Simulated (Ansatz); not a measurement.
# BClSi: the cost of one run

Program: Ansatz 0.2.0, Gaussian basis. Level of theory: def2-QZVPP, core rule «outside noble gas», up to 11 orbitals frozen. These are calculated values, not measurements.

Plan: UHF; ROHF; CCSD(T) on UHF.

2 further runs of the same task are left out: 2 set aside as unsound or not needed.

### Step 1. The geometry

The geometry is a PBE0/def2-TZVP stationary point (not a proven minimum) of the parent state, kept for this charge and spin.

3 atoms, charge 1, spin multiplicity 4.

Atoms are counted from 1 here; the program's logs count them from 0.

Bond lengths: B1–Si2 1.881 Å, B1–Cl3 1.690 Å. Angles: Si2–B1–Cl3 180.0°.

### Step 2. UHF

The input, in.yaml:

```yaml
crystal:
  periodic: [false, false, false]
  atoms:
    - {symbol: B, position_ang: [0.000000, 0.000000, 0.063696]}
    - {symbol: Si, position_ang: [0.000000, 0.000000, -1.817242]}
    - {symbol: Cl, position_ang: [0.000000, 0.000000, 1.753546]}
basis:
  gaussian: {orbitals: "def2-QZVPP.json"}
total_charge: 1
magnetization: {spin_polarized: true, initial_magnetization: 3}
hamiltonian: {xc: hf}
output: {orbitals: {seedname: orbitals}}
```

Run with:

```bash
ansatz run in.yaml --threads 1 --pin off --events-out ev --progress --plain --max-ram 2393MiB
```

Q: Estimate wall time and peak memory on 1 thread of Arm Neoverse V2, shared host.

About 9.5 s, with a peak of 0.43 GiB.
